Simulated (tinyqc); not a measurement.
Worked calculation: RHF in the sto-3g basis, for HF, spin multiplicity 1. Computed by tinyqc, a small Python program that keeps every step (integrals from PySCF). Settings: charge = 0, multiplicity = 1, basis = sto-3g, energy threshold = 1e-08, iteration cap = 61, orthogonalisation = canonical, start = Wolfsberg-Helmholz matrix, DIIS depth = 8, method = RHF. Command: `OMP_NUM_THREADS=1 python tinyqc.py 25834 25835 out.jsonl` (the two numbers bound the seeds that draw the settings). One thread of a shared host (Intel(R) Xeon(R) Processor @ 2.60GHz), about 0.06 s of CPU time with the checks. Later iterations appear only in the table of the cycle.

## One-electron integrals

Geometry (angstrom):
```
atom       x       y       z
F     0.0000  0.0000  0.0000
H     0.0000  0.0000  1.0500
```

Basis sto-3g: exponents (1/bohr^2) and contraction coefficients of normalised primitives:
```
element  l (shell)  exponent  coefficient
F            s (1)  166.6791       0.1543
F            s (1)   30.3608       0.5353
F            s (1)    8.2168       0.4446
F            s (2)    6.4648      -0.1000
F            s (2)    1.5023       0.3995
F            s (2)    0.4886       0.7001
F            p (3)    6.4648       0.1559
F            p (3)    1.5023       0.6077
F            p (3)    0.4886       0.3920
H            s (1)    3.4253       0.1543
H            s (1)    0.6239       0.5353
H            s (1)    0.1689       0.4446
```

Overlap, kinetic and nuclear-attraction integrals over the contracted functions; the nuclear repulsion is the sum of Za Zb / Rab.

nuclear repulsion = 4.535805 hartree

overlap S, order 1F 1s, 1F 2s, 1F 2px, 1F 2py, 1F 2pz, 2H 1s:
```
[[1.0000, 0.2380, 0.0000, 0.0000, 0.0000, 0.0360],
 [0.2380, 1.0000, 0.0000, 0.0000, 0.0000, 0.3648],
 [0.0000, 0.0000, 1.0000, 0.0000, 0.0000, 0.0000],
 [0.0000, 0.0000, 0.0000, 1.0000, 0.0000, 0.0000],
 [0.0000, 0.0000, 0.0000, 0.0000, 1.0000, 0.3012],
 [0.0360, 0.3648, 0.0000, 0.0000, 0.3012, 1.0000]]
```

kinetic energy T (hartree), order 1F 1s, 1F 2s, 1F 2px, 1F 2py, 1F 2pz, 2H 1s:
```
[[36.9846, -0.2129, 0.0000, 0.0000, 0.0000, -0.0064],
 [-0.2129, 1.0380, 0.0000, 0.0000, 0.0000, 0.0684],
 [0.0000, 0.0000, 3.2480, 0.0000, 0.0000, 0.0000],
 [0.0000, 0.0000, 0.0000, 3.2480, 0.0000, 0.0000],
 [0.0000, 0.0000, 0.0000, 0.0000, 3.2480, 0.1808],
 [-0.0064, 0.0684, 0.0000, 0.0000, 0.1808, 0.7600]]
```

nuclear attraction V (hartree), order 1F 1s, 1F 2s, 1F 2px, 1F 2py, 1F 2pz, 2H 1s:
```
[[-77.5136, -9.2968, 0.0000, 0.0000, -0.0115, -1.4433],
 [-9.2968, -12.0438, 0.0000, 0.0000, -0.1410, -3.2808],
 [0.0000, 0.0000, -11.9233, 0.0000, 0.0000, 0.0000],
 [0.0000, 0.0000, 0.0000, -11.9233, 0.0000, 0.0000],
 [-0.0115, -0.1410, 0.0000, 0.0000, -12.0066, -2.3732],
 [-1.4433, -3.2808, 0.0000, 0.0000, -2.3732, -5.6479]]
```

core Hamiltonian H = T + V (hartree), order 1F 1s, 1F 2s, 1F 2px, 1F 2py, 1F 2pz, 2H 1s:
```
[[-40.5290, -9.5096, 0.0000, 0.0000, -0.0115, -1.4498],
 [-9.5096, -11.0058, 0.0000, 0.0000, -0.1410, -3.2124],
 [0.0000, 0.0000, -8.6753, 0.0000, 0.0000, 0.0000],
 [0.0000, 0.0000, 0.0000, -8.6753, 0.0000, 0.0000],
 [-0.0115, -0.1410, 0.0000, 0.0000, -8.7586, -2.1924],
 [-1.4498, -3.2124, 0.0000, 0.0000, -2.1924, -4.8879]]
```

## Two-electron integrals

Functions are numbered as in S; the eight-fold symmetry (ij|kl) = (ji|kl) = (kl|ij) leaves the list below.

Two-electron integrals (ij|kl) in chemists' order, unique and non-zero (hartree):
```
(11|11) 5.4035   (21|11) 0.8419   (21|21) 0.1563   (22|11) 1.2680
(22|21) 0.2923   (22|22) 0.9262   (31|31) 0.0280   (32|31) 0.0432
(32|32) 0.2046   (33|11) 1.2645   (33|21) 0.2924   (33|22) 0.9260
(33|33) 0.9975   (41|41) 0.0280   (42|41) 0.0432   (42|42) 0.2046
(43|43) 0.0538   (44|11) 1.2645   (44|21) 0.2924   (44|22) 0.9260
(44|33) 0.8900   (44|44) 0.9975   (51|51) 0.0280   (52|51) 0.0432
(52|52) 0.2046   (53|53) 0.0538   (54|54) 0.0538   (55|11) 1.2645
(55|21) 0.2924   (55|22) 0.9260   (55|33) 0.8900   (55|44) 0.8900
(55|55) 0.9975   (61|11) 0.1291   (61|21) 0.0238   (61|22) 0.0442
(61|33) 0.0441   (61|44) 0.0441   (61|51) 0.0010   (61|52) 0.0018
(61|55) 0.0443   (61|61) 0.0037   (62|11) 0.3310   (62|21) 0.0774
(62|22) 0.2739   (62|33) 0.2698   (62|44) 0.2698   (62|51) 0.0053
(62|52) 0.0414   (62|55) 0.2817   (62|61) 0.0119   (62|62) 0.1002
(63|31) 0.0080   (63|32) 0.0479   (63|53) 0.0087   (63|63) 0.0148
(64|41) 0.0080   (64|42) 0.0479   (64|54) 0.0087   (64|64) 0.0148
(65|11) 0.2270   (65|21) 0.0537   (65|22) 0.2036   (65|33) 0.1949
(65|44) 0.1949   (65|51) 0.0113   (65|52) 0.0770   (65|55) 0.2207
(65|61) 0.0086   (65|62) 0.0913   (65|65) 0.0974   (66|11) 0.4909
(66|21) 0.1166   (66|22) 0.4765   (66|33) 0.4603   (66|44) 0.4603
(66|51) 0.0099   (66|52) 0.1093   (66|55) 0.5082   (66|61) 0.0181
(66|62) 0.2248   (66|65) 0.2383   (66|66) 0.7746
```

## Orthogonalisation

S = U s U^T; canonical form X = U s^(-1/2), so that X^T S X = 1. Each column of U has its largest component positive (the first on a tie).

eigenvalues of S: [0.5015, 0.8463, 1.0000, 1.0000, 1.1279, 1.5244]

X, order 1F 1s, 1F 2s, 1F 2px, 1F 2py, 1F 2pz, 2H 1s:
```
[[0.3335, 0.7431, 0.0000, 0.0000, -0.5799, 0.2530],
 [-0.8392, -0.4344, 0.0000, 0.0000, -0.3503, 0.4783],
 [0.0000, 0.0000, 0.1034, 0.9946, 0.0000, 0.0000],
 [0.0000, 0.0000, 0.9946, -0.1034, 0.0000, 0.0000],
 [-0.5615, 0.5913, 0.0000, 0.0000, 0.6019, 0.3002],
 [0.9292, -0.3018, 0.0000, 0.0000, 0.2556, 0.5226]]
```

Within a degenerate level the vectors are fixed only up to a rotation; this is one choice.

## Starting guess

The start is the generalised Wolfsberg-Helmholz matrix (K = 1.75) built on H; D = 2 C_occ C_occ^T.

D at the start, order 1F 1s, 1F 2s, 1F 2px, 1F 2py, 1F 2pz, 2H 1s:
```
[[2.0915, -0.3819, 0.0000, 0.0000, 0.0822, -0.1552],
 [-0.3819, 1.6383, 0.0000, 0.0000, -0.3084, 0.4527],
 [0.0000, 0.0000, 2.0000, 0.0000, 0.0000, 0.0000],
 [0.0000, 0.0000, 0.0000, 2.0000, 0.0000, 0.0000],
 [0.0822, -0.3084, 0.0000, 0.0000, 1.8077, 0.2336],
 [-0.1552, 0.4527, 0.0000, 0.0000, 0.2336, 0.1845]]
```

## Iteration 1: building the Fock matrix

J_ij = sum D_kl (ij|kl), K_ij = sum D_kl (ik|jl); F = H + J - 0.5 K; E = tr D H + tr D J / 2 - 0.25 tr D K + E_nn.

Coulomb J (hartree), order 1F 1s, 1F 2s, 1F 2px, 1F 2py, 1F 2pz, 2H 1s:
```
[[20.5357, 3.9279, 0.0000, 0.0000, -0.0105, 0.5968],
 [3.9279, 9.7411, 0.0000, 0.0000, -0.0261, 2.8169],
 [0.0000, 0.0000, 9.7287, 0.0000, 0.0000, 0.0000],
 [0.0000, 0.0000, 0.0000, 9.7287, 0.0000, 0.0000],
 [-0.0105, -0.0261, 0.0000, 0.0000, 9.7396, 2.0698],
 [0.5968, 2.8169, 0.0000, 0.0000, 2.0698, 4.8646]]
```

exchange K (hartree), order 1F 1s, 1F 2s, 1F 2px, 1F 2py, 1F 2pz, 2H 1s:
```
[[11.0595, 1.9504, 0.0000, 0.0000, 0.0071, 0.3034],
 [1.9504, 3.0709, 0.0000, 0.0000, -0.1187, 1.0411],
 [0.0000, 0.0000, 2.6082, 0.0000, 0.0000, 0.0000],
 [0.0000, 0.0000, 0.0000, 2.6082, 0.0000, 0.0000],
 [0.0071, -0.1187, 0.0000, 0.0000, 2.5664, 0.6682],
 [0.3034, 1.0411, 0.0000, 0.0000, 0.6682, 0.7950]]
```

Fock matrix F (hartree), order 1F 1s, 1F 2s, 1F 2px, 1F 2py, 1F 2pz, 2H 1s:
```
[[-25.5230, -6.5569, 0.0000, 0.0000, -0.0255, -1.0046],
 [-6.5569, -2.8002, 0.0000, 0.0000, -0.1077, -0.9160],
 [0.0000, 0.0000, -0.2506, 0.0000, 0.0000, 0.0000],
 [0.0000, 0.0000, 0.0000, -0.2506, 0.0000, 0.0000],
 [-0.0255, -0.1077, 0.0000, 0.0000, -0.3022, -0.4567],
 [-1.0046, -0.9160, 0.0000, 0.0000, -0.4567, -0.4208]]
```

total energy of this density = -98.274594 hartree

## Iteration 1: diagonalisation and new density

Diagonalise F' = X^T F X, C = X C', fill 5 alpha and 5 beta electrons from the bottom; D = 2 C_occ C_occ^T. Each column has its largest component positive (the first on a tie).

F' = X^T F X (hartree):
```
[[-0.4089, -2.8400, 0.0000, 0.0000, 2.4712, -1.1901],
 [-2.8400, -10.1279, 0.0000, 0.0000, 10.2531, -5.9127],
 [0.0000, 0.0000, -0.2506, 0.0000, 0.0000, 0.0000],
 [0.0000, 0.0000, 0.0000, -0.2506, 0.0000, 0.0000],
 [2.4712, 10.2531, 0.0000, 0.0000, -11.3431, 6.5998],
 [-1.1901, -5.9127, 0.0000, 0.0000, 6.5998, -4.9047]]
```

orbital energies (hartree): [-25.5337, -1.2529, -0.4392, -0.2506, -0.2506, 0.4412]

coefficients C, order 1F 1s, 1F 2s, 1F 2px, 1F 2py, 1F 2pz, 2H 1s:
```
[[0.9945, -0.2421, 0.0921, 0.0000, 0.0000, 0.0872],
 [0.0229, 0.9033, -0.4301, 0.0000, 0.0000, -0.4930],
 [0.0000, 0.0000, 0.0000, -0.1958, 0.9807, 0.0000],
 [0.0000, 0.0000, 0.0000, 0.9807, 0.1958, 0.0000],
 [0.0025, 0.1150, 0.7469, 0.0000, 0.0000, -0.7391],
 [-0.0050, 0.2300, 0.4508, 0.0000, 0.0000, 1.0182]]
```

D after iteration 1, order 1F 1s, 1F 2s, 1F 2px, 1F 2py, 1F 2pz, 2H 1s:
```
[[2.1124, -0.4712, 0.0000, 0.0000, 0.0869, -0.0382],
 [-0.4712, 2.0028, 0.0000, 0.0000, -0.4346, 0.0275],
 [0.0000, 0.0000, 2.0000, 0.0000, 0.0000, 0.0000],
 [0.0000, 0.0000, 0.0000, 2.0000, 0.0000, 0.0000],
 [0.0869, -0.4346, 0.0000, 0.0000, 1.1420, 0.7263],
 [-0.0382, 0.0275, 0.0000, 0.0000, 0.7263, 0.5123]]
```

Within a degenerate level the vectors are fixed only up to a rotation; this is one choice.

## Iteration 2: building the Fock matrix

As before.

Coulomb J (hartree), order 1F 1s, 1F 2s, 1F 2px, 1F 2py, 1F 2pz, 2H 1s:
```
[[20.2520, 3.8604, 0.0000, 0.0000, -0.0110, 0.5866],
 [3.8604, 9.5707, 0.0000, 0.0000, -0.0004, 2.7932],
 [0.0000, 0.0000, 9.5718, 0.0000, 0.0000, 0.0000],
 [0.0000, 0.0000, 0.0000, 9.5718, 0.0000, 0.0000],
 [-0.0110, -0.0004, 0.0000, 0.0000, 9.5421, 2.0714],
 [0.5866, 2.7932, 0.0000, 0.0000, 2.0714, 4.9637]]
```

exchange K (hartree), order 1F 1s, 1F 2s, 1F 2px, 1F 2py, 1F 2pz, 2H 1s:
```
[[11.0725, 1.9158, 0.0000, 0.0000, 0.0041, 0.3070],
 [1.9158, 3.0821, 0.0000, 0.0000, -0.1504, 0.9910],
 [0.0000, 0.0000, 2.6144, 0.0000, 0.0000, 0.0000],
 [0.0000, 0.0000, 0.0000, 2.6144, 0.0000, 0.0000],
 [0.0041, -0.1504, 0.0000, 0.0000, 2.1563, 0.7841],
 [0.3070, 0.9910, 0.0000, 0.0000, 0.7841, 1.0434]]
```

Fock matrix F (hartree), order 1F 1s, 1F 2s, 1F 2px, 1F 2py, 1F 2pz, 2H 1s:
```
[[-25.8133, -6.6071, 0.0000, 0.0000, -0.0246, -1.0167],
 [-6.6071, -2.9761, 0.0000, 0.0000, -0.0661, -0.9147],
 [0.0000, 0.0000, -0.4107, 0.0000, 0.0000, 0.0000],
 [0.0000, 0.0000, 0.0000, -0.4107, 0.0000, 0.0000],
 [-0.0246, -0.0661, 0.0000, 0.0000, -0.2946, -0.5131],
 [-1.0167, -0.9147, 0.0000, 0.0000, -0.5131, -0.4459]]
```

total energy of this density = -98.545867 hartree

## Iteration 2: DIIS over 2 matrices

error matrix X^T (FDS - SDF) X:
```
[[0.0000, -0.1481, 0.0000, 0.0000, -0.1020, 0.0047],
 [0.1481, 0.0000, 0.0000, 0.0000, 0.0329, 0.0220],
 [0.0000, 0.0000, 0.0000, 0.0000, 0.0000, 0.0000],
 [0.0000, 0.0000, 0.0000, 0.0000, 0.0000, 0.0000],
 [0.1020, -0.0329, 0.0000, 0.0000, 0.0000, 0.0162],
 [-0.0047, -0.0220, 0.0000, 0.0000, -0.0162, 0.0000]]
```

B (overlaps of the stored error matrices):
```
[[1.1264943e+00, 2.2570218e-01],
 [2.2570218e-01, 6.8394103e-02]]
```

Minimise |sum c_i e_i|^2 with sum c_i = 1: solve [B -1; -1 0][c; lambda] = [0; -1] with B_ij = tr e_i^T e_j, and take F = sum c_i F_i.

DIIS coefficients: [-0.2116, 1.2116]

extrapolated F (hartree), order 1F 1s, 1F 2s, 1F 2px, 1F 2py, 1F 2pz, 2H 1s:
```
[[-25.8747, -6.6177, 0.0000, 0.0000, -0.0244, -1.0192],
 [-6.6177, -3.0133, 0.0000, 0.0000, -0.0573, -0.9144],
 [0.0000, 0.0000, -0.4445, 0.0000, 0.0000, 0.0000],
 [0.0000, 0.0000, 0.0000, -0.4445, 0.0000, 0.0000],
 [-0.0244, -0.0573, 0.0000, 0.0000, -0.2930, -0.5250],
 [-1.0192, -0.9144, 0.0000, 0.0000, -0.5250, -0.4512]]
```

## Iteration 2: diagonalisation and new density

As before.

F' = X^T F X (hartree):
```
[[-0.4808, -3.0236, 0.0000, 0.0000, 2.4062, -1.1785],
 [-3.0236, -10.3161, 0.0000, 0.0000, 10.3516, -5.9550],
 [0.0000, 0.0000, -0.4445, 0.0000, 0.0000, 0.0000],
 [0.0000, 0.0000, 0.0000, -0.4445, 0.0000, 0.0000],
 [2.4062, 10.3516, 0.0000, 0.0000, -11.5499, 6.6928],
 [-1.1785, -5.9550, 0.0000, 0.0000, 6.6928, -5.0080]]
```

orbital energies (hartree): [-25.8843, -1.4257, -0.5552, -0.4445, -0.4445, 0.5104]

coefficients C, order 1F 1s, 1F 2s, 1F 2px, 1F 2py, 1F 2pz, 2H 1s:
```
[[0.9948, -0.2527, 0.0705, 0.0000, 0.0000, 0.0724],
 [0.0216, 0.9619, -0.3640, 0.0000, 0.0000, -0.4315],
 [0.0000, 0.0000, 0.0000, -0.5325, 0.8464, 0.0000],
 [0.0000, 0.0000, 0.0000, 0.8464, 0.5325, 0.0000],
 [0.0023, 0.0554, 0.6897, 0.0000, 0.0000, -0.7991],
 [-0.0044, 0.1436, 0.5589, 0.0000, 0.0000, 0.9797]]
```

D after iteration 2, order 1F 1s, 1F 2s, 1F 2px, 1F 2py, 1F 2pz, 2H 1s:
```
[[2.1171, -0.4947, 0.0000, 0.0000, 0.0738, -0.0026],
 [-0.4947, 2.1164, 0.0000, 0.0000, -0.3955, -0.1309],
 [0.0000, 0.0000, 2.0000, 0.0000, 0.0000, 0.0000],
 [0.0000, 0.0000, 0.0000, 2.0000, 0.0000, 0.0000],
 [0.0738, -0.3955, 0.0000, 0.0000, 0.9575, 0.7869],
 [-0.0026, -0.1309, 0.0000, 0.0000, 0.7869, 0.6661]]
```

Within a degenerate level the vectors are fixed only up to a rotation; this is one choice.

## Iteration 3: building the Fock matrix

As before.

Coulomb J (hartree), order 1F 1s, 1F 2s, 1F 2px, 1F 2py, 1F 2pz, 2H 1s:
```
[[20.1561, 3.8379, 0.0000, 0.0000, -0.0071, 0.5833],
 [3.8379, 9.5118, 0.0000, 0.0000, 0.0277, 2.7882],
 [0.0000, 0.0000, 9.5171, 0.0000, 0.0000, 0.0000],
 [0.0000, 0.0000, 0.0000, 9.5171, 0.0000, 0.0000],
 [-0.0071, 0.0277, 0.0000, 0.0000, 9.4744, 2.0782],
 [0.5833, 2.7882, 0.0000, 0.0000, 2.0782, 5.0073]]
```

exchange K (hartree), order 1F 1s, 1F 2s, 1F 2px, 1F 2py, 1F 2pz, 2H 1s:
```
[[11.0735, 1.9073, 0.0000, 0.0000, 0.0043, 0.3064],
 [1.9073, 3.0758, 0.0000, 0.0000, -0.1115, 0.9741],
 [0.0000, 0.0000, 2.6145, 0.0000, 0.0000, 0.0000],
 [0.0000, 0.0000, 0.0000, 2.6145, 0.0000, 0.0000],
 [0.0043, -0.1115, 0.0000, 0.0000, 2.0118, 0.8035],
 [0.3064, 0.9741, 0.0000, 0.0000, 0.8035, 1.1213]]
```

Fock matrix F (hartree), order 1F 1s, 1F 2s, 1F 2px, 1F 2py, 1F 2pz, 2H 1s:
```
[[-25.9096, -6.6253, 0.0000, 0.0000, -0.0207, -1.0197],
 [-6.6253, -3.0319, 0.0000, 0.0000, -0.0576, -0.9112],
 [0.0000, 0.0000, -0.4654, 0.0000, 0.0000, 0.0000],
 [0.0000, 0.0000, 0.0000, -0.4654, 0.0000, 0.0000],
 [-0.0207, -0.0576, 0.0000, 0.0000, -0.2901, -0.5159],
 [-1.0197, -0.9112, 0.0000, 0.0000, -0.5159, -0.4413]]
```

total energy of this density = -98.563001 hartree

## Iteration 3: DIIS over 3 matrices

error matrix X^T (FDS - SDF) X:
```
[[0.0000, -0.0163, 0.0000, 0.0000, 0.0004, 0.0157],
 [0.0163, 0.0000, 0.0000, 0.0000, -0.0027, -0.0056],
 [0.0000, 0.0000, 0.0000, 0.0000, 0.0000, 0.0000],
 [0.0000, 0.0000, 0.0000, 0.0000, 0.0000, 0.0000],
 [-0.0004, 0.0027, 0.0000, 0.0000, 0.0000, -0.0025],
 [-0.0157, 0.0056, 0.0000, 0.0000, 0.0025, 0.0000]]
```

B (overlaps of the stored error matrices):
```
[[1.1264943e+00, 2.2570218e-01, 1.1900226e-02],
 [2.2570218e-01, 6.8394103e-02, 4.3978915e-03],
 [1.1900226e-02, 4.3978915e-03, 1.1193361e-03]]
```

As before.

DIIS coefficients: [0.0016, -0.0594, 1.0579]

extrapolated F (hartree), order 1F 1s, 1F 2s, 1F 2px, 1F 2py, 1F 2pz, 2H 1s:
```
[[-25.9147, -6.6263, 0.0000, 0.0000, -0.0205, -1.0198],
 [-6.6263, -3.0349, 0.0000, 0.0000, -0.0571, -0.9110],
 [0.0000, 0.0000, -0.4683, 0.0000, 0.0000, 0.0000],
 [0.0000, 0.0000, 0.0000, -0.4683, 0.0000, 0.0000],
 [-0.0205, -0.0571, 0.0000, 0.0000, -0.2898, -0.5160],
 [-1.0198, -0.9110, 0.0000, 0.0000, -0.5160, -0.4410]]
```

## Iteration 3: diagonalisation and new density

As before.

F' = X^T F X (hartree):
```
[[-0.5020, -3.0340, 0.0000, 0.0000, 2.4099, -1.1690],
 [-3.0340, -10.3335, 0.0000, 0.0000, 10.3658, -5.9592],
 [0.0000, 0.0000, -0.4683, 0.0000, 0.0000, 0.0000],
 [0.0000, 0.0000, 0.0000, -0.4683, 0.0000, 0.0000],
 [2.4099, 10.3658, 0.0000, 0.0000, -11.5681, 6.7107],
 [-1.1690, -5.9592, 0.0000, 0.0000, 6.7107, -5.0095]]
```

orbital energies (hartree): [-25.9242, -1.4430, -0.5472, -0.4683, -0.4683, 0.5014]

coefficients C, order 1F 1s, 1F 2s, 1F 2px, 1F 2py, 1F 2pz, 2H 1s:
```
[[0.9948, -0.2539, 0.0677, 0.0000, 0.0000, 0.0707],
 [0.0215, 0.9687, -0.3527, 0.0000, 0.0000, -0.4255],
 [0.0000, 0.0000, 0.0000, 0.7467, 0.6651, 0.0000],
 [0.0000, 0.0000, 0.0000, -0.6651, 0.7467, 0.0000],
 [0.0021, 0.0527, 0.6910, 0.0000, 0.0000, -0.7982],
 [-0.0044, 0.1309, 0.5597, 0.0000, 0.0000, 0.9811]]
```

D after iteration 3, order 1F 1s, 1F 2s, 1F 2px, 1F 2py, 1F 2pz, 2H 1s:
```
[[2.1176, -0.4970, 0.0000, 0.0000, 0.0710, 0.0005],
 [-0.4970, 2.1266, 0.0000, 0.0000, -0.3852, -0.1414],
 [0.0000, 0.0000, 2.0000, 0.0000, 0.0000, 0.0000],
 [0.0000, 0.0000, 0.0000, 2.0000, 0.0000, 0.0000],
 [0.0710, -0.3852, 0.0000, 0.0000, 0.9604, 0.7872],
 [0.0005, -0.1414, 0.0000, 0.0000, 0.7872, 0.6608]]
```

Within a degenerate level the vectors are fixed only up to a rotation; this is one choice.

## Iteration 6 (converged): orbitals

converged F (hartree), order 1F 1s, 1F 2s, 1F 2px, 1F 2py, 1F 2pz, 2H 1s:
```
[[-25.9026, -6.6237, 0.0000, 0.0000, -0.0200, -1.0195],
 [-6.6237, -3.0297, 0.0000, 0.0000, -0.0591, -0.9091],
 [0.0000, 0.0000, -0.4620, 0.0000, 0.0000, 0.0000],
 [0.0000, 0.0000, 0.0000, -0.4620, 0.0000, 0.0000],
 [-0.0200, -0.0591, 0.0000, 0.0000, -0.2878, -0.5156],
 [-1.0195, -0.9091, 0.0000, 0.0000, -0.5156, -0.4385]]
```

As before.

F' = X^T F X (hartree):
```
[[-0.5010, -3.0318, 0.0000, 0.0000, 2.4098, -1.1682],
 [-3.0318, -10.3249, 0.0000, 0.0000, 10.3629, -5.9581],
 [0.0000, 0.0000, -0.4620, 0.0000, 0.0000, 0.0000],
 [0.0000, 0.0000, 0.0000, -0.4620, 0.0000, 0.0000],
 [2.4098, 10.3629, 0.0000, 0.0000, -11.5613, 6.7074],
 [-1.1682, -5.9581, 0.0000, 0.0000, 6.7074, -5.0053]]
```

orbital energies (hartree): [-25.9121, -1.4384, -0.5443, -0.4620, -0.4620, 0.5022]

coefficients C, order 1F 1s, 1F 2s, 1F 2px, 1F 2py, 1F 2pz, 2H 1s:
```
[[0.9948, -0.2539, 0.0682, 0.0000, 0.0000, 0.0705],
 [0.0215, 0.9684, -0.3546, 0.0000, 0.0000, -0.4247],
 [0.0000, 0.0000, 0.0000, 0.9665, -0.2567, 0.0000],
 [0.0000, 0.0000, 0.0000, 0.2567, 0.9665, 0.0000],
 [0.0021, 0.0547, 0.6908, 0.0000, 0.0000, -0.7982],
 [-0.0044, 0.1311, 0.5595, 0.0000, 0.0000, 0.9811]]
```

D after iteration 6, order 1F 1s, 1F 2s, 1F 2px, 1F 2py, 1F 2pz, 2H 1s:
```
[[2.1176, -0.4973, 0.0000, 0.0000, 0.0706, 0.0010],
 [-0.4973, 2.1281, 0.0000, 0.0000, -0.3838, -0.1430],
 [0.0000, 0.0000, 2.0000, 0.0000, 0.0000, 0.0000],
 [0.0000, 0.0000, 0.0000, 2.0000, 0.0000, 0.0000],
 [0.0706, -0.3838, 0.0000, 0.0000, 0.9605, 0.7874],
 [0.0010, -0.1430, 0.0000, 0.0000, 0.7874, 0.6605]]
```

Within a degenerate level the vectors are fixed only up to a rotation; this is one choice.

## Convergence

Stop when the energy changes by less than 1e-08 hartree and every element of the error matrix X^T (F D S - S D F) X is below 3e-05.

Course of the cycle:
```
iteration  E (hartree)     change  largest element of the error matrix
1           -98.274594          -                             6.69e-01
2           -98.545867  -2.71e-01                             1.48e-01
3           -98.563001  -1.71e-02                             1.63e-02
4           -98.563170  -1.69e-04                             1.92e-03
5           -98.563173  -2.28e-06                             8.61e-06
6           -98.563173  -5.29e-11                             3.35e-08
```

PySCF RHF in the same basis = -98.563173 hartree

Converged in 6 iterations.

## Populations, bond orders and dipole

Mulliken: Z minus the diagonal of D S on the atom; Loewdin: the same with S^(1/2) D S^(1/2); Mayer order: 2 sum_s sum (D(s) S)_ij (D(s) S)_ji over the two atoms.

Charges (e):
```
atom  Mulliken  Loewdin
1F     -0.1545  -0.1188
2H      0.1545   0.1188
```

Mayer bond orders:
```
pair   order
2-1   0.9761
```

dipole moment about the origin, x y z (debye): [0.0000, 0.0000, 1.1686]
